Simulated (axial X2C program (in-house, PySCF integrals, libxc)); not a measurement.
**Curves of N₂⁺ by EOM-IP-CCSD**

Computed with an in-house all-electron X2C program for linear molecules (integrals from PySCF): two-component X2C with atomic mean-field Coulomb and Gaunt terms, Gaussian nuclei, basis N dyall-av3z with contracted cores.

Energies in eV from the lowest point of the lowest state; states are followed by energy order within each Ω, g and u pooled. Reference: N₂, 10 electrons correlated in 94 virtual spinors with an MP2 remainder; levels at this size can be off by some tenths of an eV. Masses 14.003 and 14.003 u.

```tsv
R (Å)	(1)Ω=1/2	(1)Ω=3/2	(2)Ω=1/2	(3)Ω=1/2
1.003	1.0110	3.3478	3.3581	3.6064
1.046	0.2980	2.2772	2.2870	3.2248
1.090	0.0000	1.6573	1.6667	3.2339
1.139	0.0284	1.3621	1.3710	3.5808
1.188	0.3313	1.3770	1.3856	4.1761
1.254	1.0131	1.7263	1.7344	5.2070
```

Q: Fit the curves (1)Ω=1/2, (1)Ω=3/2, (2)Ω=1/2, (3)Ω=1/2 near their minima.

A: At EOM-IP-CCSD from N₂ (the fit fixes ωe to about one per cent; ωe of higher roots by this method can be off by ten per cent):

```tsv
state	Te (cm⁻¹)	Re (Å)	ωe (cm⁻¹)
(1)Ω=1/2	0	1.110	2333.2
(1)Ω=3/2	11010	1.160	2072.5
(2)Ω=1/2	11080	1.160	2072.3
(3)Ω=1/2	25930	1.066	2624.6
```

For N₂ at CCSD, and between the minima:

Re = 1.096 Å, ωe = 2420.0 cm⁻¹; removing the electron costs 15.627 eV without zero-point terms.

T1 of the reference reaches 0.017 (Lee–Taylor). Curves followed by order can swap character. Number of frozen shells: N 1 s. Roots with under 60 % one-particle weight at any point are counted in the labels but not shown, and the list ends where the roots sought for some Ω run out; states that need a further excitation are missing and may lie low or lowest. Curves with a minimum but no constants failed the fit check.
